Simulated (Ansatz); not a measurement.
A made-up structure of CH2SSi, singlet:

Si1  (0.617, -1.952, 1.385)
C2  (0.246, -0.740, 0.516)
S3  (0.176, 0.575, -0.683)
H4  (-1.002, 0.343, -1.322)
H5  (0.085, 1.690, 0.091)
(Å)

It is relaxed with PBE-D4/def2-SVP and then PBE0-D4/def2-TZVP (Ansatz 0.2.0). Atoms count as bonded within 1.22 times the sum of their covalent radii (H–H: 0.88 Å). The end point is not checked to be a true minimum.

**Question.** Does its bonding change? (A judgement: the text doesn't fix the answer.)

**Answer.** Computed: No: no bond forms or breaks.

Where it ends: The first stage lowers the energy by 0.97 eV in 6 steps. It ends as CH₂SSi ([Si][C][SH2]):
```
5
angstrom
Si 0.6107 -2.0019 1.4377
C 0.2966 -0.7182 0.4561
S 0.2543 0.4783 -0.6512
H -0.9886 0.4966 -1.2382
H -0.0500 1.6596 -0.0175
```

Labels in which every atom is bracketed show which atoms are joined, not bond orders.

For scale, one of the runs: PBE0-D4/def2-TZVP relaxation, 117 basis functions, launched by `ansatz run in.yaml --threads 2 --pin off --events-out ev --progress --plain --max-ram 4352MiB`. The run took about 12 s on 2 CPU threads of an Arm Neoverse V1 (shared host).
